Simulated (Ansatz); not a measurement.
# BP+ (sextet): the correlation ladder, def2-QZVPP

An exercise on one series of results from a longer session: the logs are not shown, and one member is left open.

Computed with Ansatz 0.2.0, Gaussian basis. Level: def2-QZVPP, core rule «outside noble gas», up to 6 orbitals frozen.

To be run: UHF; ROHF; CCSD(T) on UHF.

## The system

The geometry is a PBE0/def2-TZVP stationary point (not a proven minimum) of the parent state, kept for this charge and spin.

2 atoms, charge 1, spin multiplicity 6.

Atoms are counted from 1 here; the program's logs count them from 0.

Bond lengths: B1–P2 1.846 Å.

The first run:

in.yaml

```yaml
crystal:
  periodic: [false, false, false]
  atoms:
    - {symbol: B, position_ang: [0.000000, 0.000000, 0.000000]}
    - {symbol: P, position_ang: [0.000000, 0.000000, 1.846300]}
basis:
  gaussian: {orbitals: "def2-QZVPP.json"}
total_charge: 1
magnetization: {spin_polarized: true, initial_magnetization: 5}
hamiltonian: {xc: hf}
output: {orbitals: {seedname: orbitals}}
```

Started as:

```console
ansatz run in.yaml --threads 1 --pin off --events-out ev --progress --plain --max-ram 2393MiB
```

Steps of the session up to this table: UHF; ROHF; CCSD(T) on UHF.

One of the session's tables, all rows but one given; the rest of the session is left out.

It belongs to the step «Misses and costs». 

| method | from UCCSD(T) (kJ/mol) |
| --- | --- |
| ROHF | +345.5 |
| UHF | ? |
| UMP2 | +71.7 |
| UCCSD | +15.3 |
| UCCSD(T) | 0 |

**Question.** Estimate the row for UHF.

**Answer.** from UCCSD(T) (kJ/mol): +340.8. In the column «from UCCSD(T) (kJ/mol)» it lies between UMP2 (+71.7) and ROHF (+345.5).
